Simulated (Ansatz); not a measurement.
This geometry of AlH4N + ClH (8 atoms, charge 0, multiplicity 1) is a first-order saddle point.

All numbers below come from RKS B3LYP/def2-mTZVP in Ansatz 0.2.0.

```xyz
8
Properties=species:S:1:pos:R:3
Al 0.015 -0.178 0.161
N -0.014 0.068 1.974
H -0.811 -0.225 2.529
H 0.829 -0.033 2.530
H 1.431 -0.147 -0.525
H -1.370 -0.475 -0.524
Cl -0.358 2.944 1.177
H -0.208 1.705 1.792
```

Problem. Which two structures does it join? (They come from a converged band through this point; their orientation in space is the band's.)

Solution. Bonds broken: Cl7–H8. Bonds formed: Al1–Cl7, N2–H8. AlH4N + ClH becomes AlClH5N.

Image 0:

```xyz
8
Properties=species:S:1:pos:R:3
Al 0.044 -0.421 0.078
N -0.020 0.107 1.806
H -0.827 -0.090 2.388
H 0.811 0.105 2.388
H 1.464 -0.443 -0.605
H -1.329 -0.776 -0.608
Cl -0.395 3.258 1.853
H -0.236 1.920 1.814
```

Image 8:

```xyz
8
Properties=species:S:1:pos:R:3
Al 0.000 0.536 0.080
N -0.134 0.195 2.104
H -0.262 -0.786 2.349
H 0.707 0.523 2.576
H 1.335 -0.240 -0.284
H -1.415 0.022 -0.421
Cl 0.199 2.695 0.211
H -0.916 0.716 2.499
```

Problem. How far does it lie above each of them?

Solution. 0.031 eV above the first and 1.926 eV above the second. This is the barrier of this one path; another mechanism may lie lower. The orbitals stay closed-shell, which can raise the energy where a bond breaks towards radicals; this wasn't checked here.

The run took 38 s on 2 threads of AMD EPYC 9R45 96-Core Processor (Zen 5), with other jobs on the host, peak memory 0.17 GiB.
